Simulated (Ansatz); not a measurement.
CsCl-type TlBr, treated with PBEsol+SOC in Ansatz (PAW).

Settings: plane-wave cutoff 520 eV, 8×8×8 k mesh, Fermi–Dirac smearing 0.01 eV, PAW data made under PBE.

Cell (measured lattice):

```
CELL_PARAMETERS angstrom
     -3.98000     0.00000     0.00000
      0.00000    -3.98000     0.00000
      0.00000     0.00000    -3.98000
ATOMIC_POSITIONS crystal
  Tl 0.00000 0.00000 0.00000
  Br 0.50000 0.50000 0.50000
```

Question: Estimate the band gap, smallest direct gap on the k points sampled and direct gap at Γ that the calculation returns.

Answer: 
* **band gap**: 1.14 eV (indirect)
* **smallest direct gap on the k points sampled**: 1.53 eV
* **direct gap at Γ**: 6.79 eV

Note: cell and atoms aren't relaxed at this level (pressure -1.4 GPa).

The computed numbers hold no vibrational or temperature effects.

The result took roughly 29 core-seconds.

Ansatz is a quantum-chemistry and plane-wave program.
